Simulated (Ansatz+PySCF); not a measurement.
# singlet SiH₄: levels of theory in one basis

```xyz
5

Si    0.0000    0.0000    0.0000
H     0.7929    0.7929    0.7929
H     0.7929   -0.7929   -0.7929
H    -0.7929    0.7929   -0.7929
H    -0.7929   -0.7929    0.7929
```

Basis set: def2-SVP (spherical functions). Correlated methods keep 5 orbitals frozen. Charge 0, multiplicity 1.

Computed with Ansatz (development build ahead of 0.2.0); each method stands on the lowest determinant of its kind that the runs found. NEVPT2 correlates all electrons. Active spaces start from the frontier orbitals, and the lowest solution found is given.

```tsv
method	E − E(RHF) (eV)	<S²> of the determinant
RHF	0.00	0.00
RHF-CCSD	-3.96	–
RHF-CCSD(T)	-4.02	–
CASSCF(8,8)	-1.31	–
SC-NEVPT2(8,8)	-3.42	–
```

Task: What does RHF-MP2 give on the same scale?

Result: -3.16 eV.

Task: Is a single determinant a sound starting point here?

Result: By this sign, yes. Unrestricted orbitals gain 0.00 eV and <S²> is 0.00 against 0.00 for a pure state. The CASSCF(8,8) natural occupations are 1.99, 1.98, 1.98, 1.98, 0.02, 0.01, 0.01, 0.01.
